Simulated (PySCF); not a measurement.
C2H4O2.

```xyz
8

C      0.1102     1.3882     0.0000
C     -0.1217    -0.0929     0.0000
O      1.0342    -0.7763     0.0000
O     -1.1928    -0.6381     0.0000
H     -0.8517     1.9116     0.0000
H      0.6981     1.6736     0.8847
H      0.6981     1.6736    -0.8847
H      0.7932    -1.7155     0.0000
```

Geometry: PBE0-D3(BJ)/def2-SVP. The values are those of a single conformer.

Computed with PBE0/pcSseg-1 (PySCF). Non-relativistic, no solvent.

Computed absolute GIAO shielding of each atom: isotropic value and principal components (ppm):
```tsv
atom	σ(iso)	σ11	σ22	σ33	span
C1	164.3	144.8	156.4	191.7	46.9
C2	11.1	-93.7	47.9	79.0	172.7
O3	119.5	-37.4	138.5	257.3	294.7
O4	-119.6	-373.0	-224.6	238.9	611.9
H5	29.6	25.7	28.2	34.9	9.3
H6	29.1	25.8	27.8	33.8	8.0
H7	29.1	25.8	27.8	33.8	8.0
H8	25.7	20.5	23.2	33.5	13.0
```
